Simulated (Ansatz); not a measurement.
## Worked example: HAl–Ga–F⁺, doublet against HAl–Ga–F, singlet

Geometry (PBE0/def2-TZVP stationary point of a singlet), kept for both states (HAl–Ga–F, singlet: A'; HAl–Ga–F⁺, doublet: A'):

```xyz
4

Al    0.0000   -0.3165    2.3078
Ga    0.0000    0.2395   -0.3874
F     0.0000   -0.4984   -1.9957
H     0.0000    1.2983    2.6383
```

Basis cc-pVTZ; Ansatz 0.2.0. Correlated methods freeze the noble-gas cores and the filled d shells of p-block atoms. R marks a restricted (for open shells ROHF) determinant, U an unrestricted one. No spin–orbit coupling is included, and no scalar relativity.

Full CI isn't at hand for all of this; UCCSDT(Q) serves as the reference, and is uncertain by the last step of the cluster series or more.

Unrestricted rows (U, and Kohn–Sham where it breaks symmetry) aren't spin-pure: their determinants' ⟨S²⟩ exceeds S(S+1) by up to 0.33, so they mix in states of higher spin.

| level | E(HAl–Ga–F, singlet) (hartree) | E(HAl–Ga–F⁺, doublet) (hartree) |
| --- | --- | --- |
| UHF | -2265.279526 | -2265.029828 |
| UMP2 | -2265.654825 | -2265.383805 |
| UCCSD(T) | -2265.699464 | -2265.413070 |
| PBE | -2267.296664 | -2267.010782 |
| wB97M-V | -2267.673950 | -2267.385497 |
| UCCSDT(Q) | -2265.701535 | -2265.414551 |

Problem. Give the vertical gap, HAl–Ga–F⁺ doublet less HAl–Ga–F singlet, at each level in eV (1 hartree = 27.2114 eV), and each error against UCCSDT(Q).

Solution. UCCSDT(Q): (-2265.414551 − (-2265.701535)) × 27.2114 = 7.809 eV (the reference)
wB97M-V: (-2267.385497 − (-2267.673950)) × 27.2114 = 7.849 eV, error 0.040 eV
PBE: (-2267.010782 − (-2267.296664)) × 27.2114 = 7.779 eV, error -0.030 eV
UCCSD(T): (-2265.413070 − (-2265.699464)) × 27.2114 = 7.793 eV, error -0.016 eV
UMP2: (-2265.383805 − (-2265.654825)) × 27.2114 = 7.375 eV, error -0.434 eV
UHF: (-2265.029828 − (-2265.279526)) × 27.2114 = 6.795 eV, error -1.014 eV

Total energies of functionals can't be set beside those of wave-function methods, since they hold the core's correlation and their own absolute errors; only the differences compare.

The reference still carries a basis error, for a change of charge of the order of 0.1 eV, so smaller errors of functionals can't be ranked.

Each level lands on the state that its own search finds. T1 diagnostics of restricted CCSD: 0.018 and 0.027.
